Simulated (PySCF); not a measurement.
## Bond curve of SiS

Set-up: basis Si x2c-TZVPPall, S x2c-TZVPPall; spin-free X2C with a Gaussian nucleus; PySCF 2.14. Energies in eV from Si + S in their ground configurations at the same level. State: ¹Σ⁺ (singlet), closed shell.

Curves on a restricted Hartree–Fock reference rise too fast on stretching and do not dissociate correctly.

| R (Å) | RHF-CCSD |
| --- | --- |
| 1.741 | -4.925 |
| 1.818 | -5.475 |
| 1.876 | -5.672 |
| 1.934 | -5.727 |
| 1.992 | -5.673 |
| 2.069 | -5.473 |
| 2.166 | -5.082 |
| 2.282 | -4.489 |

Task: Put a parabola through the three lowest points of the RHF-CCSD curve and estimate Re, k and ωe (reduced mass 14.92 u; 1 eV/Å² = 0.16022 mdyn/Å; ωe = 1302.8·√(k/μ) cm⁻¹).

Result: Through R = 1.876, 1.934, 1.992 Å the second-order coefficient is 16.2 eV/Å², so Re ≈ 1.934 Å, k ≈ 5.19 mdyn/Å and ωe ≈ 768 cm⁻¹. A polynomial fit of higher order to the unrounded RHF-CCSD energies gives Re = 1.932 Å, k = 5.24 mdyn/Å, ωe = 772 cm⁻¹; anharmonicity and rounding make the difference.

The higher-order fit for each curve: RHF-CCSD: Re = 1.932 Å, ωe = 772 cm⁻¹, De = 5.73 eV.

Correlated steps freeze 10 core orbitals. Where the molecule has an RHF reference, its open-shell atoms are computed with UHF. The CCSD T1 diagnostic is raised, a sign that a single reference may not be enough here.
